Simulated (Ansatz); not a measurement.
in.yaml

```yaml
crystal:
  periodic: [false, false, false]
  atoms:
    - {symbol: C, position_ang: [0.000001, -0.352063, 1.267358]}
    - {symbol: Al, position_ang: [0.000045, -0.062346, -0.659546]}
    - {symbol: S, position_ang: [0.000010, -0.149500, -2.490473]}
    - {symbol: H, position_ang: [-0.000056, 0.563909, 1.882661]}
basis:
  gaussian: {orbitals: def2-SVP}
correlation: {method: fic_mrcisd_q, electrons: outside_noble_gas, active_space: {window: {electrons: 2, orbitals: 2}, states: [{multiplicity: 1, weights: [1, 1]}], root: 5}}
```

```sh
$ ansatz run in.yaml --threads 1 --pin off --events-out ev --progress --plain --max-ram 2393MiB
```

(1) One thing in this input was set wrong on purpose, beside settings that are merely unusual. What is the gravest fault, and what does the program do?

Results:

(1) Root beyond the states. How the run ends: refused.
```
Error: the active space averages no state 5, counted from zero
```
